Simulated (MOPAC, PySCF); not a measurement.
The group X on NC-X is varied. All species are isolated molecules in the gas phase. One relaxed conformer stands for each flexible species; it need not be the lowest. Strings in code marks are SMILES.

Quantity: vertical ionisation energy (energy after one electron is removed minus that of the parent at the parent's geometry), in eV.

Level 1: B3LYP-D3(BJ)/def2-TZVP (PySCF)
Level 2: PBE-D3(BJ)/def2-TZVP // B3LYP-D3(BJ)/def2-TZVP (PySCF)
Level 3: minus the HOMO energy of HF/6-31G* // B3LYP-D3(BJ)/def2-TZVP (PySCF)
Level 4: minus the HOMO energy of PM3 // B3LYP-D3(BJ)/def2-TZVP (MOPAC)

```
species       level 1  level 2  level 3  level 4
------------  -------  -------  -------  -------
`CC#N`          12.25    12.14    12.49    12.43
`COC#N`         11.13    10.91    11.80    11.43
`C#N`           13.73    13.81    13.40    12.59
`N#CO`          11.98    11.83    12.32    11.83
`CCC#N`         11.81    11.50    12.34    12.12
`N#CO[SiH3]`    11.21    10.89    11.94    10.64
```
